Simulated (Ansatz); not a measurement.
# Bend profile

AlHClF (SMILES [F][AlH][Cl]), singlet, at its PBE0-D4/def2-TZVP minimum:

| atom | x (Å) | y (Å) | z (Å) |
| --- | --- | --- | --- |
| F1 | 0.4699 | -1.0269 | 1.2447 |
| Al2 | 0.1207 | 0.0301 | 0.0400 |
| Cl3 | -1.6168 | -0.2902 | -1.0565 |
| H4 | 1.0817 | 1.2267 | -0.2486 |

The angle H4–Al2–F1 (119.9° at the minimum) is set to the values below, H4, with anything bonded beyond it, turning rigidly in the plane of the angle. Each method's energies count from its own value at the PBE0-D4 minimum structure. Computed with Ansatz 0.2.0 (basis: def2-TZVPP); correlated methods freeze the cores.

CCSD(T) energies along the scan:
```json
{"angle (°)": "101.9", "CCSD(T) (eV)": "0.190"}
{"angle (°)": "106.4", "CCSD(T) (eV)": "0.107"}
{"angle (°)": "110.9", "CCSD(T) (eV)": "0.048"}
{"angle (°)": "115.4", "CCSD(T) (eV)": "0.012"}
{"angle (°)": "119.9", "CCSD(T) (eV)": "0.000"}
{"angle (°)": "124.4", "CCSD(T) (eV)": "0.011"}
{"angle (°)": "128.9", "CCSD(T) (eV)": "0.045"}
{"angle (°)": "133.4", "CCSD(T) (eV)": "0.103"}
{"angle (°)": "137.9", "CCSD(T) (eV)": "0.185"}
```
They count from the CCSD(T) energy at the PBE0-D4 minimum.

Minimum and curvature along this coordinate at CCSD(T): A fifth-order fit through the nearest points gives 120.0°, with a curvature of about 1.1 meV/deg².

Largest difference from the CCSD(T) curve over the scan: PBE-D4 0.018; r2SCAN-D4 0.009; PBE0-D4 0.009; wB97M-V 0.008 eV. Each curve counts from its own value at the minimum.

T1 diagnostic: at most 0.012.

For scale, one of the runs: CCSD(T)/def2-TZVPP, 129 basis functions (an equivalent command: `ansatz run in.yaml --threads 2`). Hardware: 2 CPU threads, shared host. Wall time 3.5 s; peak host memory 0.68 GiB.
